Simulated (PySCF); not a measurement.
Compound: PH3.
Z-matrix (Å and degrees, PBE0-D3(BJ)/def2-SVP geometry), rows numbered from 1:
```
P 
H   1  1.4289
H   1  1.4289  2   92.96
H   1  1.4288  2   92.96  3   -93.12
```

Level of theory: PBE0-D3(BJ)/def2-SVP geometry optimisation, gas phase in PySCF.

Masses are those of the commonest isotopes; rigid-rotor values at the optimised geometry. 

Problem. Give the principal moments of inertia and the rotational constants in MHz.

Solution. Ia = 3.84, Ib = 3.84, Ic = 4.33 u·Å²; 505379 MHz·u·Å²/I gives A = 131443, B = 131439, C = 116782 MHz.

Problem. Classify the top.

Solution. An oblate symmetric top, as the point group C3v requires two equal moments; the computed ones differ by 0.00 % because the geometry is symmetric only within the optimiser's tolerance. Ray's parameter κ = (2B − A − C)/(A − C) = 0.999; −1 is the prolate and +1 the oblate limit.

Problem. Is it planar, by Δ = Ic − Ia − Ib?

Solution. Not planar: Δ = Ic − Ia − Ib = -3.36 u·Å². For a rigid frame Δ = −2 Σ m c², so Σ m c² = 1.68 u·Å² lies off the ab plane: 1.53 from hydrogen and 0.15 from heavier atoms. The atom farthest from that plane is 0.71 Å away.

Problem. Where do the R-branch lines fall?

Solution. The dipole of 0.91 D lies along the symmetry axis, so ΔK = 0 and J+1 ← J falls at 2B(J+1) for every K: 262.88 GHz, 525.76 GHz, 788.65 GHz, 1051.53 GHz, 1314.41 GHz for J = 0 to 4.

Problem. Estimate the classical rotational partition function at 100 K, 298.15 K and 500 K.

Solution. Point group C3v, symmetry number σ = 3; q = (√π/σ)·√((kT/h)³/(ABC)), k/h = 20836.6 MHz/K: 39.6 at 100 K, 204 at 298.15 K, 442 at 500 K.

No frequency check. Constants of a rigid frame at the computed geometry: no zero-point averaging, no centrifugal distortion.
